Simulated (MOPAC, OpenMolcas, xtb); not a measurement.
**AlH3O (SMILES [OH][AlH2]): the dipole moment, rung by rung**

AlH3O has 5 atoms, charge 0, and is taken as a singlet. SMILES: `[OH][AlH2]`. The shape comes from GFN2-xTB, which is rough for such elements, and wasn't checked as a minimum.

Quantity: the dipole moment, in D. The values are calculated.

```
        level             kind     program  value (D)
          AM1   semi-empirical       MOPAC       1.41
          PM3   semi-empirical       MOPAC       1.44
          PM7   semi-empirical       MOPAC       3.05
     GFN2-xTB   semi-empirical         xtb       1.78
   UHF/STO-3G     Hartree–Fock  OpenMolcas       0.69
 SVWN5/STO-3G              LDA  OpenMolcas       1.58
   PBE/STO-3G              GGA  OpenMolcas       1.54
r2SCAN/STO-3G         meta-GGA  OpenMolcas       1.44
 B3LYP/STO-3G    global hybrid  OpenMolcas       1.36
M06-2X/STO-3G  hybrid meta-GGA  OpenMolcas       1.22
```

The values span 0.69 to 3.05 D. All rows use very small basis sets, so even the best lies far from the true value. Magnitudes only: a small dipole may point the other way at some levels. Sets without polarisation functions give poor dipoles.
